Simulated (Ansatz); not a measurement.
# BNH (quartet): wB97M-V, B2PLYP over a scan of the distance N2–H3, 6-31G

Aim: run BNH (quartet) with these functionals over a scan of the distance N2–H3, and hold them against the top wave-function level at the same points.

Program: Ansatz 0.2.0, Gaussian basis. Level of theory: 6-31G, all electrons in the functionals, frozen cores in the correlation of double hybrids and RPA. These are calculated values, not measurements.

To be run: wB97M-V, B2PLYP, at 0.832 Å; 0.943 Å; 1.030 Å; 1.139 Å; 1.262 Å; 1.434 Å; 1.618 Å; 1.929 Å; 2.303 Å; 2.724 Å; 3.495 Å.

20 further runs of the same task are left out: 1 for a mislabelled method, 1 for a known fault of the program, 12 that didn't finish, 6 set aside as unsound or not needed.

**1. What is computed**

The geometry derives from a PBE0/def2-TZVP stationary point (not a proven minimum). One bond is set to the value named and the two fragments are kept rigid.

3 atoms, charge 0, spin multiplicity 4.

Atoms are counted from 1 here; the program's logs count them from 0.

Bond lengths: B1–N2 1.465 Å, N2–H3 1.030 Å. Angles: B1–N2–H3 111.7°.

No dispersion term is added; wB97M-V holds VV10 nonlocal correlation.

The geometry shown and the zero of energy belong to the point 1.030 Å. The yardstick, FCI, and other wave-function levels (R restricted, U unrestricted, valence and pair active spaces) come from earlier runs.

**2. wB97M-V, 0.832 Å**

in.yaml

```yaml
crystal:
  periodic: [false, false, false]
  atoms:
    - {symbol: B, position_ang: [0.000000, 0.086478, 0.859974]}
    - {symbol: N, position_ang: [0.000000, -0.110891, -0.591728]}
    - {symbol: H, position_ang: [0.000000, 0.613440, -1.001078]}
basis:
  gaussian: {orbitals: 6-31G}
magnetization: {spin_polarized: true, initial_magnetization: 3}
hamiltonian: {xc: {name: wB97M-V}}
output: {orbitals: {seedname: orbitals}}
```

Started as:

```
ansatz run in.yaml --threads 1 --pin off --events-out ev --progress --plain --max-ram 2393MiB
```

Further steps of the session: wB97M-V, 0.943 Å; wB97M-V, 1.030 Å; wB97M-V, 1.139 Å; wB97M-V, 1.262 Å; wB97M-V, 1.434 Å; wB97M-V, 1.618 Å; wB97M-V, 1.929 Å; wB97M-V, 2.303 Å; wB97M-V, 2.724 Å; wB97M-V, 3.495 Å; B2PLYP, 0.832 Å; B2PLYP, 0.943 Å; B2PLYP, 1.030 Å; B2PLYP, 1.139 Å; B2PLYP, 1.262 Å; B2PLYP, 1.434 Å; B2PLYP, 1.618 Å; B2PLYP, 1.929 Å; B2PLYP, 2.303 Å; B2PLYP, 2.724 Å; B2PLYP, 3.495 Å.

**Question.** What will the summary of the whole plan be? Wanted: span of the FCI curve; largest miss, wB97M-V; largest miss, B2PLYP.

As calculated:

| quantity | value |
| --- | --- |
| span of the FCI curve | 133.4 kJ/mol |
| largest miss, wB97M-V | +56.8 kJ/mol (2.724 Å) |
| largest miss, B2PLYP | +34.4 kJ/mol (3.495 Å) |

What this shows: Of the functionals, B2PLYP keep the smallest largest miss at the points compared (at most 34.4 kJ/mol) and wB97M-V strays most (56.8 kJ/mol, at 2.724 Å). Functionals and the yardstick converge differently with the basis, so part of each miss in 6-31G is the basis.
